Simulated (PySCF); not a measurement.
Isomers of C6H12, from PySCF, PBE0-D3(BJ)/def2-TZVP geometry optimisation, gas phase. One conformer each, no zero-point energy, no frequencies.

Question: Which is lower in electronic energy at this level?
A. `[CH2:1]=[CH:2][CH2:3][CH2:4][CH2:5][CH3:6]` with C1–C2–C3–C4 -119°, C2–C3–C4–C5 -178°, C3–C4–C5–C6 180°: A = 13637, B = 1260, C = 1237 MHz, dipole 0.47 D
B. `[CH2:1]1[CH2:2][CH2:3][CH2:4][CH2:5][CH2:6]1` with C6–C1–C2–C3 -55°, C1–C2–C3–C4 55°, C2–C3–C4–C5 -55°, C3–C4–C5–C6 55° (cyclohexane): A = 4358, B = 4355, C = 2490 MHz, dipole 0.00 D

Answer: B. That is cyclohexane, `C1CCCCC1`, 24.2 kcal/mol below the other.

```json
{"SMILES": "C1CCCCC1", "mapped SMILES": "[CH2:1]1[CH2:2][CH2:3][CH2:4][CH2:5][CH2:6]1", "E (Eh)": "-235.68076", "relative (kcal/mol)": "0.0", "relative (kJ/mol)": "0.0", "dipole (D)": "0.00"}
{"SMILES": "C=CCCCC", "mapped SMILES": "[CH2:1]=[CH:2][CH2:3][CH2:4][CH2:5][CH3:6]", "E (Eh)": "-235.64222", "relative (kcal/mol)": "24.2", "relative (kJ/mol)": "101.2", "dipole (D)": "0.47"}
```

As drawn, the higher has a C=C bond outside aromatic rings, which the lower lacks.
